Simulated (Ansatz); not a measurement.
Mulliken charges of furan (`c1ccoc1`) from r2SCAN/def2-TZVPP in Ansatz (PBE0-D4/def2-TZVP geometry).

| atom | x (Å) | y (Å) | z (Å) | charge (e) |
| --- | --- | --- | --- | --- |
| C1 | 0.281 | 0.977 | -0.084 | -0.158 |
| C2 | 0.818 | -0.249 | -0.580 | -0.158 |
| C3 | 0.000 | -1.225 | -0.123 | 0.040 |
| O4 | -1.001 | -0.697 | 0.616 | -0.238 |
| C5 | -0.817 | 0.641 | 0.631 | 0.040 |
| H6 | 0.664 | 1.973 | -0.241 | 0.107 |
| H7 | 1.694 | -0.382 | -1.193 | 0.107 |
| H8 | -0.007 | -2.297 | -0.231 | 0.129 |
| H9 | -1.543 | 1.212 | 1.186 | 0.129 |

**Question.** By hand: the dipole of these point charges (1 e Å = 4.8032 D).

**Answer.** Σ q r = (0.084, 0.058, -0.052) e Å, of length 0.115 e Å = 0.55 D.

**Question.** How does the dipole of the full density compare? (Estimate.)

**Answer.** Ansatz gave: (0.082, 0.056, -0.050) e Å, 0.53 D; the point charges give 1.04 times that, at 0° from its direction.

Point charges leave out the atoms' own dipoles, such as those of lone pairs, and Mulliken's split depends on the basis, so the close match here is no proof of good charges.
